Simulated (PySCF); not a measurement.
Job file and geometry (Å, from PBE0-D3(BJ)/def2-SVP) of an NMR shielding run on SMILES Nc1cccs1, C4H5NS, GIAO KT3/pcSseg-2 NMR shielding, non-relativistic, gas phase (PySCF 2.14.0, density-fitted response routines); density fitting, a coarse starting grid and PySCF grid level 2 are the driver's defaults:

```
{"job": {"kind": "nmr", "xc": "KT3", "basis": "pcSseg-2", "pop": false}, "charge": 0, "multiplicity": 1}
N      2.133694     0.039342    -0.170970
C      0.762264     0.117316    -0.021744
C     -0.198850    -0.785065    -0.415708
C     -1.521926    -0.320214    -0.158856
C     -1.560097     0.913926     0.422946
S      0.035827     1.540434     0.659695
H      2.477666    -0.905143    -0.298620
H      2.676130     0.540115     0.522864
H      0.039114    -1.746344    -0.873199
H     -2.419613    -0.893336    -0.396327
H     -2.423067     1.500104     0.732226
```

Question: What does the program print?

Answer: 
```
coarse grid: 10136 points
cycle   1  E = -614.5586452804  dE =  8.840e-01  |g| = 5.706e-01  |ddm| = 2.836e+00
cycle   2  E = -614.3553880047  dE =  2.033e-01  |g| = 1.011e+00  |ddm| = 1.644e+00
cycle   3  E = -614.6316882783  dE = -2.763e-01  |g| = 2.159e-01  |ddm| = 1.311e+00
cycle   4  E = -614.6443928958  dE = -1.270e-02  |g| = 6.200e-02  |ddm| = 2.557e-01
cycle   5  E = -614.6451439697  dE = -7.511e-04  |g| = 2.979e-02  |ddm| = 7.138e-02
cycle   6  E = -614.6453449419  dE = -2.010e-04  |g| = 1.270e-02  |ddm| = 3.844e-02
cycle   7  E = -614.6453835266  dE = -3.858e-05  |g| = 4.869e-03  |ddm| = 1.314e-02
cycle   8  E = -614.6453898982  dE = -6.372e-06  |g| = 5.901e-04  |ddm| = 4.070e-03
final grid: 94432 points
cycle   9  E = -614.6704735481  dE = -3.437e-04  |g| = 6.384e-03  |ddm| = 2.499e-01
cycle  10  E = -614.6704726265  dE =  9.215e-07  |g| = 3.752e-03  |ddm| = 5.412e-03
cycle  11  E = -614.6704703657  dE =  2.261e-06  |g| = 4.371e-03  |ddm| = 6.065e-03
cycle  12  E = -614.6704754819  dE = -5.116e-06  |g| = 8.886e-04  |ddm| = 3.980e-03
cycle  13  E = -614.6704756761  dE = -1.942e-07  |g| = 2.285e-04  |ddm| = 8.583e-04
cycle  14  E = -614.6704756882  dE = -1.210e-08  |g| = 5.699e-05  |ddm| = 2.442e-04
cycle  15  E = -614.6704756888  dE = -6.676e-10  |g| = 2.261e-05  |ddm| = 6.405e-05
converged SCF energy = -614.6704756888

GIAO shielding tensors (ppm)
atom      isotropic    diamagn.    paramagn.     s11        s22        s33       span
  0 N      190.251     312.213    -121.963    146.473    177.690    246.589    100.116
  1 C       28.876     258.748    -229.873    -34.148     17.910    102.865    137.014
  2 C       80.261     258.631    -178.369     24.032     77.154    139.598    115.566
  3 C       58.250     253.971    -195.722    -17.815     51.576    140.989    158.804
  4 C       74.798     260.694    -185.896     -4.880     97.112    132.163    137.043
  5 S      328.557    1060.921    -732.364    216.425    375.809    393.438    177.013
  6 H       27.792      31.089      -3.297     21.280     26.625     35.471     14.190
  7 H       27.715      30.297      -2.582     20.494     27.370     35.280     14.786
  8 H       25.318      32.460      -7.141     22.847     25.671     27.437      4.590
  9 H       24.763      29.117      -4.354     22.309     24.326     27.653      5.344
 10 H       25.228      29.420      -4.192     22.254     25.584     27.846      5.592
```

Question: Turn these shieldings into chemical shifts. Referencing at the same level of theory: 15N (σ = 258.71 ppm) against NH3; 13C (σ = 181.31 ppm), 1H (σ = 31.35 ppm) against TMS; 33S (σ = 525.97 ppm) against CS2.

Answer: Averaging equivalent atoms: N 0: 68.5; C 1: 152.4; C 3: 123.1; C 4: 106.5; C 2: 101.0; S 5: 197; H 9: 6.59; H 10: 6.13; H 8: 6.04; H 6/7: 3.60 ppm. Experimental scales use liquid or dissolved standards, which lie at an offset from isolated NH3 (liquid NH3: subtract about 20 ppm).

Size and cost of the density-fitted run: 293 basis functions, 39 s wall time on 1 thread of an x86-64 server CPU, shared host.
